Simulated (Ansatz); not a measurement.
# C₄H₄: how energies converge with the basis set

The task here is to estimate one member of a computed series from the others.

Computed with Ansatz 0.2.0, Gaussian basis. Level: one geometry, several basis sets.

The runs, in order: PBE0-D4/def2-SVP; ωB97M-V/def2-SVP; PBE0-D4/def2-QZVPP; ωB97M-V/def2-QZVPP; the functionals' def2-TZVPP values are taken from earlier runs.

### Structure used throughout

An earlier PBE0-D4 in a triple-zeta def2 set relaxation fixed the geometry.

SMILES `C=C1C=C1`, 8 atoms, charge 0, spin multiplicity 1.

Atoms are counted from 1 here; the program's logs count them from 0.

Bond lengths: C1–C2 1.324 Å, C1–H5 1.082 Å, C1–H6 1.082 Å, C2–C3 1.432 Å, C2–C4 1.432 Å, C3–C4 1.313 Å, C3–H7 1.078 Å, C4–H8 1.078 Å. Angles: C2–C1–H5 120.8°, C2–C1–H6 120.8°, H5–C1–H6 118.3°, C1–C2–C3 152.7°, C1–C2–C4 152.7°, C3–C2–C4 54.6°, C2–C3–C4 62.7°, C2–C3–H7 149.4°, C4–C3–H7 147.9°, C2–C4–C3 62.7°, C2–C4–H8 149.4°, C3–C4–H8 147.9°.

The first run:

Contents of in.yaml:

```yaml
crystal:
  periodic: [false, false, false]
  atoms:
    - {symbol: C, position_ang: [-0.815148, 1.195354, -0.173405]}
    - {symbol: C, position_ang: [-0.069726, 0.111025, -0.023319]}
    - {symbol: C, position_ang: [1.187892, -0.559248, 0.118989]}
    - {symbol: C, position_ang: [0.105463, -1.302860, 0.122853]}
    - {symbol: H, position_ang: [-1.893130, 1.123281, -0.233539]}
    - {symbol: H, position_ang: [-0.361380, 2.175483, -0.238943]}
    - {symbol: H, position_ang: [2.263084, -0.511127, 0.181217]}
    - {symbol: H, position_ang: [-0.324857, -2.289007, 0.190444]}
basis:
  gaussian: {orbitals: def2-SVP}
hamiltonian: {xc: pbe0, dispersion: d4}
output: {orbitals: {seedname: orbitals}}
```

The run is started by

```
> ansatz run in.yaml --threads 2 --pin off --events-out ev --progress --plain --max-ram 4352MiB
```

Steps of the session up to this table: PBE0-D4 in def2-SVP; ωB97M-V in def2-SVP; PBE0-D4 in def2-QZVPP; ωB97M-V in def2-QZVPP.

One of the session's tables, all rows but one given; the rest of the session is left out.

It belongs to the step «Density functionals: the series». 

| functional | basis | HOMO (eV) | LUMO (eV) |
| --- | --- | --- | --- |
| PBE0-D4 | def2-SVP | -5.94 | -0.41 |
| PBE0-D4 | def2-TZVPP | -6.00 | -0.57 |
| PBE0-D4 | def2-QZVPP | ? | ? |
| ωB97M-V | def2-SVP | -8.09 | 1.93 |
| ωB97M-V | def2-TZVPP | -8.14 | 1.63 |
| ωB97M-V | def2-QZVPP | -8.16 | 1.47 |

**Question.** Estimate the row for PBE0-D4, def2-QZVPP.

The run gave: HOMO (eV): -6.02; LUMO (eV): -0.64. In the column «HOMO (eV)» it lies between ωB97M-V, def2-SVP (-8.09) and PBE0-D4, def2-TZVPP (-6.00).
